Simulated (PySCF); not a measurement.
Molecule: Cyclopropylamine (NC1CC1, C$_{3}$H$_{7}$N).

Molfile (atoms numbered from 1):
```
C3H7N
     RDKit          3D

 11 11  0  0  0  0  0  0  0  0999 V2000
    1.3553    0.4718    0.7828 N   0  0  0  0  0  0  0  0  0  0  0  0
    0.3519    0.4543   -0.2369 C   0  0  0  0  0  0  0  0  0  0  0  0
   -1.0819    0.2859    0.1378 C   0  0  0  0  0  0  0  0  0  0  0  0
   -0.3893   -0.7900   -0.6581 C   0  0  0  0  0  0  0  0  0  0  0  0
    1.0466   -0.0476    1.6013 H   0  0  0  0  0  0  0  0  0  0  0  0
    2.2062    0.0189    0.4537 H   0  0  0  0  0  0  0  0  0  0  0  0
    0.5515    1.1783   -1.0362 H   0  0  0  0  0  0  0  0  0  0  0  0
   -1.8355    0.9064   -0.3538 H   0  0  0  0  0  0  0  0  0  0  0  0
   -1.3051    0.0757    1.1889 H   0  0  0  0  0  0  0  0  0  0  0  0
   -0.6603   -0.9182   -1.7101 H   0  0  0  0  0  0  0  0  0  0  0  0
   -0.1415   -1.7209   -0.1386 H   0  0  0  0  0  0  0  0  0  0  0  0
  1  2  1  0
  2  3  1  0
  3  4  1  0
  4  2  1  0
  1  5  1  0
  1  6  1  0
  2  7  1  0
  3  8  1  0
  3  9  1  0
  4 10  1  0
  4 11  1  0
M  END
```

Spin–spin couplings on one PBE0-D3(BJ)/def2-SVP geometry, PySCF 2.14.0 with density-fitted response routines, gas phase, non-relativistic, equivalent pairs averaged (spin–dipole term only in couplings to heteroatoms); isotopes 1H; functional B3LYP.

Reference values (Hz): 3J(H7,H8) = 6.6 (measured; solution (compiled); Pretsch, Buehlmann, Badertscher, Structure Determination of Organic Compounds, 4th ed., Springer 2009); 3J(H7,H9) = 3.6 (measured; solution (compiled); Pretsch, Buehlmann, Badertscher, Structure Determination of Organic Compounds, 4th ed., Springer 2009); 2J(H8,H9) = -4.3 (measured; solution (compiled); Pretsch, Buehlmann, Badertscher, Structure Determination of Organic Compounds, 4th ed., Springer 2009).

How do the couplings (Hz) change with the basis set? Times are CPU seconds on shared hosts with different chips, so compare them loosely. Far from the basis limit: 6-31G*, pcJ-0, 6-31G-J, def2-TZVP, cc-pVTZ.

Results:


| basis set | functions | 3J(H7,H8) | 3J(H7,H9) | 2J(H8,H9) | mean abs. error | core-s |
| --- | --- | --- | --- | --- | --- | --- |
| 6-31G* | 70 | 6.9 | 2.5 | -8.0 | 1.7 | 2.5 |
| pcJ-0 | 73 | 7.3 | 3.8 | -6.7 | 1.1 | 2.6 |
| 6-31G-J | 76 | 8.5 | 3.5 | -9.2 | 2.3 | 2.9 |
| def2-TZVP | 166 | 6.6 | 3.3 | -4.8 | 0.3 | 7.2 |
| pcJ-1 | 178 | 8.1 | 4.4 | -6.0 | 1.3 | 12 |
| cc-pVTZ | 218 | 6.7 | 3.5 | -4.8 | 0.2 | 10 |
| aug-cc-pVTZ-J | 324 | 8.4 | 4.5 | -6.2 | 1.5 | 21 |

Errors compare magnitudes, without vibrational corrections, and the largest couplings weigh most in the mean. Closest: cc-pVTZ and def2-TZVP, practically level; furthest: 6-31G-J.

The Fermi-contact term samples the wavefunction at the nucleus, which is why sets with added tight s functions (names with J) are made for couplings. Agreement of an ordinary basis with the reference is then largely a cancellation of errors.
